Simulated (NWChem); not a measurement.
hydrazine (N2H4); SMILES NN

```xyz
6

N     -0.0605     0.7082     0.0781
N      0.0605    -0.7082     0.0781
H      0.8620     1.1042     0.2972
H     -0.3271     1.0899    -0.8441
H     -0.8620    -1.1042     0.2972
H      0.3271    -1.0899    -0.8441
```
Atoms are numbered in this order, from 1.

Computed with NWChem. All runs use the structure optimised with PBE-D3(BJ)/def2-SVP. Ions are spin-unrestricted doublets at the neutral geometry; other ion states weren't tried.

Predict the results for LRC-wPBEh/def2-TZVP. Quantities: vertical ionisation energy, ΔSCF (eV); −ε(HOMO) (eV).

The vertical ionisation energy, ΔSCF (eV) is 10.02 and the −ε(HOMO) (eV) comes out as 9.12.
